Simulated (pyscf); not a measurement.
H₂As–AlH–AsH₂ (SMILES [AsH2][AlH][AsH2]) + H₂ (SMILES [H][H]) → H₂Al–AsH₂ (SMILES [AlH2][AsH2]) + AsH₃ (SMILES [AsH3]), a four-centre exchange (singlet surface; Al–As, H–H broken, Al–H, As–H formed). Structures and frequencies: ωB97X-D3(BJ)/def2-SVP in PySCF. Energies in kcal/mol from the separated reactants.

AM1 to PM7: differences of heats of formation from MOPAC, which are fitted to 298 K values and so differ in kind from electronic energies by zero-point and thermal terms. 

Task: Quick PM3 single points give ΔE‡ = 20.3 kcal/mol and ΔE = +32.4 kcal/mol. What does ωB97M-D3(BJ)/def2-TZVP give, and how far is the quick result from it?

Result: ωB97M-D3(BJ)/def2-TZVP gives ΔE‡ = 25.7 kcal/mol and ΔE = +9.4 kcal/mol. PM3 lies 5.4 kcal/mol under it in the barrier and 23.0 kcal/mol over it in the reaction energy, so on this step it does not hold to within 3.0 kcal/mol. At PM3 this geometry lies under one side, so its ΔE‡ may be no barrier of that level. ωB97M-D3(BJ)/def2-TZVP has limits of its own. On the product side the descent ends in a complex (not fully relaxed), 6.5 kcal/mol under the separated species and 18.9 kcal/mol under the saddle at ωB97X-D3(BJ)/def2-TZVP. At the saddle there is also a short Al–H contact that neither side keeps. This is the saddle that the search found; another between the same sides may lie lower. In the def2 sets elements up to Kr have no core potential.
